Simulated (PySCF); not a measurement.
NMR data simulated for an unnamed compound:

¹H NMR (500 MHz, computed): δ 3.74 (s, 3H), 2.60 (s, 3H).

¹³C{¹H} NMR (computed): δ 51.4 (CH3), 38.3 (CH3).

Calculated, not measured (PySCF 2.14.0 with density-fitted response routines): PBE0-D3(BJ)/def2-TZVP geometry, GIAO B97-2/pcSseg-2 shieldings. Non-relativistic Hamiltonian, rapidly exchanging positions averaged, no solvent model, single conformer.

References, each an isolated molecule treated in the same way: ¹H and ¹³C against TMS.

Question: Which of these does the molecule contain: an OH group, a CF3 group, an S-methyl group, an aldehyde?

Answer: 
- An OH group: no.
- A CF3 group: no.
- An S-methyl group: yes (δC 38.3; δH 2.60 (s)).
- An aldehyde: no.

The data belong to `COS(C)(=O)=O`, C2H6O3S; they needn't prove each group on their own.

Carbon signals by region: 1 at 50–100 ppm, 1 below 50 ppm.

Shifts are as computed. Against solution values, carbons near 30 ppm lie about +3 ppm off and those near 130 ppm about +7 ppm. Of 1211 compounds with measured shifts, 218 miss one by over three times the rms of a fit or turn the order of signals round; such compounds aren't used in these exercises. No couplings were computed; multiplicities are counted from neighbouring protons, with m where these are inequivalent, close in shift, in a saturated or five-membered ring or joined by F or P, and br s for small geminal =CH2 splittings.
